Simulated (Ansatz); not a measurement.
Process, species as SMILES: FF (F2) → 2 F atom
B3LYP-D3(BJ)/def2-TZVP geometries, fixed; electronic energies without zero-point terms.
Largest species:
```xyz
2

F      0.0000     0.0000    -0.6982
F      0.0000     0.0000     0.6982
```

Basis-set convergence of the atomisation energy at wB97M-V with Ansatz (a first-principles code). Cartesian d functions, on some or all atoms, in 6-31G**; all else is spherical. The program fits the integrals of some runs and decomposes those of others, by size. Open shells are unrestricted. The functional holds VV10 correlation; no added dispersion term, no relativity. Functions are those of the species that has most. Reference: the value in aug-cc-pV5Z, 37.65 kcal/mol, itself unsure by roughly 0.06 kcal/mol (its mean distance from pcseg-4, aug-pcseg-3, aug-cc-pVQZ). Deviations are taken from unrounded values.

```csv
basis,functions,atomisation energy (kcal/mol),minus reference (kcal/mol)
STO-3G,10,80.70,43.05
3-21G,18,46.10,8.45
6-31G,18,29.10,-8.56
pcseg-0,18,36.02,-1.64
cc-pVDZ,28,37.91,0.25
pcseg-1,28,35.35,-2.31
6-31G**,30,42.80,5.15
6-311G**,36,35.23,-2.43
cc-pVTZ,60,38.89,1.23
pcseg-2,60,37.65,-0.01
cc-pVQZ,110,38.12,0.47
pcseg-3,120,37.55,-0.10
cc-pV5Z,182,37.65,0.00
pcseg-4,202,37.68,0.03
```

The smallest set listed that lies within 1 kcal/mol of the reference with all its larger relatives (same family, alike in diffuse functions; a set with none counts only in the reference's own line) is pcseg-2 (60 functions, -0.01 kcal/mol off). Inside the window by cancellation, since a larger relative falls out: cc-pVDZ.
